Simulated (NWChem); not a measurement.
**CAM-B3LYP/6-31G(d,p) (spherical functions) run of CH5N (SMILES CN)**

What is the vertical ionisation energy of CH5N at CAM-B3LYP/6-31G** (spherical functions)? 

The results are computed with NWChem 7.3.0.

1 further run of the same task is left out (set aside as unsound or not needed).

## (1) The system as given

CH5N has 7 atoms, charge 0, and is taken as a singlet. SMILES: `CN`. The coordinates come from a PBE0-D4/def2-TZVP relaxation.

Bond lengths: C1–N2 1.453 Å, C1–H3 1.100 Å, C1–H4 1.092 Å, C1–H5 1.092 Å, N2–H6 1.012 Å, N2–H7 1.012 Å. Angles: C1–N2–H6 110.6°, C1–N2–H7 110.6°, N2–C1–H3 115.4°, N2–C1–H4 109.4°, N2–C1–H5 109.4°, H6–N2–H7 106.7°, H3–C1–H4 107.7°, H3–C1–H5 107.7°, H4–C1–H5 106.9°.

## (2) A single-point energy at CAM-B3LYP/6-31G(d,p) (spherical functions)

File input.nw:

```
start input
title "CH5N energy"
memory total 2200 mb
geometry noautosym nocenter noautoz
  C     -0.473800    -0.138400    -0.281500
  N      0.801600     0.390900     0.170500
  H     -0.984400    -0.806400     0.427500
  H     -0.327200    -0.690700    -1.212500
  H     -1.150500     0.689300    -0.505500
  H      1.448000    -0.360600     0.373500
  H      0.686300     0.915800     1.027900
end
basis spherical bse
  * library 6-31G**
end
dft
  xc xcamb88 1.00 lyp 0.81 vwn_5 0.19 hfexch 1.00
  cam 0.33 cam_alpha 0.19 cam_beta 0.46
  grid fine
  convergence energy 1e-08
  direct
  iterations 100
  mulliken
  print low
end
task dft energy
```

On the command line:

```sh
nwchem input.nw > input.out
```

The program printed:

```text
[...]
 d= 0,ls=0.0,diis     1    -95.7785352097 -1.38D+02  7.76D-03  2.37D-01     1.1
[...]
 d= 0,ls=0.0,diis     8    -95.8046493592 -9.87D-09  2.43D-06  9.89D-10     8.2
         Total DFT energy =      -95.804649359204
      One electron energy =     -211.869979056662
           Coulomb energy =       88.100934695774
    Exchange-Corr. energy =      -14.176486648889
 Nuclear repulsion energy =       42.140881650574
[...]
      Total Density - Mulliken Population Analysis
     ---------------------------------------------
    Atom       Charge   Shell Charges
 -----------   ------   -------------------------------------------------------
    1 C    6     6.18   2.00  0.66  2.10  0.53  0.85  0.05
    2 N    7     7.59   2.00  0.77  2.51  0.81  1.48  0.03
    3 H    1     0.92   0.53  0.38  0.01
    4 H    1     0.89   0.53  0.35  0.01
    5 H    1     0.89   0.53  0.35  0.01
    6 H    1     0.77   0.52  0.22  0.02
    7 H    1     0.77   0.52  0.22  0.02
[...]
```

It took 9 s on 1 thread of Intel Xeon 6975P-C (Granite Rapids), shared host; peak memory 0.11 GiB.

## (3) The doublet cation

File ch5n.nw:

```
start ch5n
title "CH5N CAM-B3LYP"
memory stack 880 mb heap 220 mb global 1100 mb
charge 1

geometry units atomic noautosym nocenter noautoz
C   -0.89535224  -0.26153810  -0.53195790
N    1.51480446   0.73869394   0.32219830
H   -1.86024640  -1.52387515   0.80785792
H   -0.61831839  -1.30523383  -2.29129293
H   -2.17412991   1.30258822  -0.95525656
H    2.73632343  -0.68143524   0.70581271
H    1.29691904   1.73061118   1.94244948
end

basis spherical bse
* library 6-31G**
end

dft
xc xcamb88 1.00 lyp 0.81 vwn_5 0.19 hfexch 1.00
cam 0.33 cam_alpha 0.19 cam_beta 0.46
mult 2
grid fine
convergence energy 1e-08
direct
iterations 100
mulliken
print low
end

task dft
```

On the command line:

```sh
nwchem ch5n.nw > ch5n.out
```

The program printed:

```text
[...]
 d= 0,ls=0.0,diis     1    -95.3680125771 -1.38D+02  6.50D-03  1.93D-01     1.4
[...]
 d= 0,ls=0.0,diis    11    -95.4580977103 -6.55D-09  4.42D-07  2.59D-10    11.2
[...]
         Total DFT energy =      -95.458097710324
      One electron energy =     -205.980475731657
           Coulomb energy =       82.208039999320
    Exchange-Corr. energy =      -13.826540588038
 Nuclear repulsion energy =       42.140878610051
[...]
      Total Density - Mulliken Population Analysis
     ---------------------------------------------
    Atom       Charge   Shell Charges
 -----------   ------   -------------------------------------------------------
    1 C    6     6.30   2.00  0.66  2.12  0.60  0.88  0.04
    2 N    7     7.23   2.00  0.81  2.43  0.79  1.17  0.03
    3 H    1     0.73   0.48  0.23  0.01
    4 H    1     0.76   0.51  0.24  0.01
    5 H    1     0.76   0.51  0.24  0.01
    6 H    1     0.62   0.49  0.11  0.02
    7 H    1     0.62   0.49  0.11  0.02
[...]
      <S2> =      0.7539 (Exact =     0.7500)
[...]
```

Run time: 12 s. Hardware: 1 thread of Intel Xeon 6975P-C (Granite Rapids), shared host; peak memory 0.11 GiB.

## (4) Summary of results

Level: CAM-B3LYP/6-31G** (spherical functions).

```
                                          quantity         value
                        singlet CH5N: total energy  -95.80465 Eh
                      doublet cation: total energy  -95.45810 Eh
                              doublet cation: ⟨S²⟩         0.754
vertical ionisation energy (to the doublet cation)      9.430 eV
```

The vertical ionisation energy comes to 9.43 eV (910 kJ/mol). Mulliken charges (doublet cation) run from -0.30 on C1 to +0.38 on H6.
